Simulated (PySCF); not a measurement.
Molecular orbitals of BF

M06-2X at R = 1.268 Å; PySCF, no relativity, basis sets B STO-3G, F STO-3G. State: ¹Σ⁺ (singlet), closed shell. Only the outer orbitals are listed, counted within each symmetry.

```json
{"orbital": "3σ", "occ.": "2", "ε (eV)": "-36.39", "on B (%)": "9", "main shells (%)": "88 F s"}
{"orbital": "4σ", "occ.": "2", "ε (eV)": "-15.01", "on B (%)": "19", "main shells (%)": "73 F p, 14 B s, 8 F s"}
{"orbital": "1π", "occ.": "2", "ε (eV)": "-12.40", "on B (%)": "12", "main shells (%)": "88 F p, 12 B p"}
{"orbital": "1π", "occ.": "2", "ε (eV)": "-12.40", "on B (%)": "12", "main shells (%)": "88 F p, 12 B p"}
{"orbital": "5σ", "occ.": "2", "ε (eV)": "-5.16", "on B (%)": "93", "main shells (%)": "70 B s, 23 B p"}
{"orbital": "2π", "occ.": "0", "ε (eV)": "5.09", "on B (%)": "88", "main shells (%)": "88 B p, 12 F p"}
{"orbital": "2π", "occ.": "0", "ε (eV)": "5.09", "on B (%)": "88", "main shells (%)": "88 B p, 12 F p"}
{"orbital": "6σ", "occ.": "0", "ε (eV)": "16.01", "on B (%)": "79", "main shells (%)": "67 B p, 18 F p, 11 B s"}
```

Q: Which are the highest filled and the lowest empty level, where do they sit, and how wide is the gap?

A: Highest filled 5σ at -5.16 eV (in %: 70 B s, 23 B p); lowest empty 2π at 5.09 eV (in %: 88 B p, 12 F p); the gap at M06-2X is 10.25 eV. An empty level above zero is unbound, and its energy depends on the basis.

```json
{"bond order (Mayer)": "1.53", "⟨S²⟩": "0.000", "charge on B (Mulliken, basis-dependent)": "0.08", "charge on B (Löwdin, basis-dependent)": "-0.08", "dipole moment (positive dipole means B(−)F(+))": "1.39 D"}
```

STO-3G is very small, so such numbers show the basis as much as the molecule.
